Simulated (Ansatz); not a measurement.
fcc Ir, treated with PBE in Ansatz (PAW).

Numerical settings: plane-wave cutoff 520 eV, 20×20×20 k mesh, Fermi–Dirac smearing 0.1 eV, perturbation theory, no spin polarisation, scalar-relativistic PAW data made under PBE.

The cell has the measured lattice parameters. Conventional cell: a = 3.8392 Å, b = 3.8392 Å, c = 3.8392 Å, α = 90.00°, β = 90.00°, γ = 90.00°.

```cif
data_Ir4
_chemical_formula_sum 'Ir4'
_space_group_name_H-M_alt 'Fm-3m'
_space_group_IT_number 225
_space_group_name_Hall '-F 4 2 3'
_cell_length_a 3.83920
_cell_length_b 3.83920
_cell_length_c 3.83920
_cell_angle_alpha 90.000
_cell_angle_beta 90.000
_cell_angle_gamma 90.000
loop_
_atom_site_label
_atom_site_type_symbol
_atom_site_symmetry_multiplicity
_atom_site_Wyckoff_symbol
_atom_site_fract_x
_atom_site_fract_y
_atom_site_fract_z
_atom_site_occupancy
Ir1 Ir 4 a 0.00000 0.00000 0.00000 1
```
(The calculation used a cell of 1 atom; values per cell refer to that cell.)

Harmonic phonon frequencies (cm⁻¹; i marks an imaginary mode):

```tsv
q point	frequencies
X	148 148 197
L	116 116 205
W	?
```

Q: Some entries are withheld; supply them.

A: 
- W, frequencies: 162 169 169

No imaginary mode appears at these points.

Note: the cell isn't this level's own, so it is under some stress, which shifts stiffness and frequencies.

Ansatz is a first-principles code.
